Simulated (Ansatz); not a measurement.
## Rock-salt MgS

Computed with G0W0@r²SCAN (Ansatz, a program for electronic structure, plane waves, hard PAW, contour deformation, complete-basis limit).

Numerical settings: largest k mesh 10×10×10 (not extrapolated in the mesh).

Cell (measured lattice):

```cif
data_Mg4S4
_chemical_formula_sum 'Mg4 S4'
_space_group_name_H-M_alt 'Fm-3m'
_space_group_IT_number 225
_space_group_name_Hall '-F 4 2 3'
_cell_length_a 5.20330
_cell_length_b 5.20330
_cell_length_c 5.20330
_cell_angle_alpha 90.000
_cell_angle_beta 90.000
_cell_angle_gamma 90.000
loop_
_atom_site_label
_atom_site_type_symbol
_atom_site_symmetry_multiplicity
_atom_site_Wyckoff_symbol
_atom_site_fract_x
_atom_site_fract_y
_atom_site_fract_z
_atom_site_occupancy
Mg1 Mg 4 a 0.00000 0.00000 0.00000 1
S1 S 4 b 0.50000 0.50000 0.50000 1
```
(The calculation used a cell of 2 atoms; values per cell refer to that cell.)

```yaml
band_gap: 4.75 eV (indirect)
```

Note: cell and atoms aren't relaxed at this level; the gap holds a correction of +0.27 eV to the complete basis.

Computed values are for the static lattice.
